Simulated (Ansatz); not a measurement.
Cohesive energy (eV/atom) of solids drawn from the class of tetrahedrally bonded semiconductors and semimetals, at two levels: r²SCAN (plane waves, PAW; Ansatz, a first-principles code), and HSE06 (Ansatz, PAW).

```csv
solid,r²SCAN,HSE06,shift (eV/atom)
2H-SiC,6.44,6.42,-0.02
wurtzite GaN,4.47,4.34,-0.13
wurtzite BN (high-pressure phase),6.79,6.83,+0.04
zinc-blende GaN (metastable phase),4.46,4.33,-0.13
zinc-blende InP,3.27,3.16,-0.11
zinc-blende CdSe,2.56,2.39,-0.17
zinc-blende MgS (metastable phase),3.98,3.76,-0.22
cubic BN,6.81,6.85,+0.04
zinc-blende CuI,2.77,2.51,-0.26
zinc-blende GaSb,2.93,2.82,-0.11
```

The shifts run from -0.26 eV/atom to +0.04 eV/atom, with a median of -0.12 eV/atom.

Over all 10 rows HSE06 is the larger in 2.

Database compounds that came out metallic weren't drawn.

Ansatz's runs of these crystals have no spin polarisation.

Spin–orbit coupling is left out, also for the solids with elements from indium on (zinc-blende InP, zinc-blende CuI, zinc-blende GaSb); its size isn't shown.

Free atoms are spin-polarised, in the lowest state found; at levels without +SOC their spin–orbit coupling is left out. Each level is taken at its own relaxed cell. Ansatz's density-functional and Hartree–Fock values are scalar-relativistic unless marked +SOC, with PAW data made under PBE.
